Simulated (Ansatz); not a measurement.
A series at Si: from silicon tetrafluoride, ligands are replaced one by one, each step taking up H₂ and setting free H–F; n counts the steps. Ansatz, PBE0-D4/def2-TZVP geometries.

CBS adds triple-zeta CCSD(T) − MP2 to the MP2 limit, frozen cores; atoms without spin–orbit coupling. 

| n | molecule | atomization energy, CCSD(T)/CBS (kJ/mol) |
| --- | --- | --- |
| 0 | `F[Si](F)(F)F` | ? |
| 1 | `F[SiH](F)F` | 2145.3 |
| 2 | `F[SiH2]F` | 1870.6 |
| 3 | `F[SiH3]` | 1603.5 |
| 4 | SiH₄ | 1362.7 |

Question: By hand: fit a straight line y = ȳ + b (n − n̄) to the 4 given rows and predict n = 0.

Answer: n̄ = 2.500, ȳ = 1745.53; Σ(n − n̄)(y − ȳ) = -1307.45, Σ(n − n̄)² = 5.000, so b = -261.49 kJ/mol a step. Prediction: 1745.53 + (-261.49) × (-2.500) = 2399.3 kJ/mol.

Question: By hand: compare with the computed value, 2404.1 kJ/mol, and give the steps along the whole series.

Answer: The line misses by 4.8 kJ/mol (computed minus predicted). Steps: -258.8, -274.7, -267.1, -240.8 kJ/mol.

The steps differ by up to 33.9 kJ/mol, small against a whole step but well beyond the method's doubt, so the ligands' effects don't simply add. The miss is 0.5 % of the series' range. The energies themselves are unsure by some kJ/mol a bond, though much of that is common to the series.
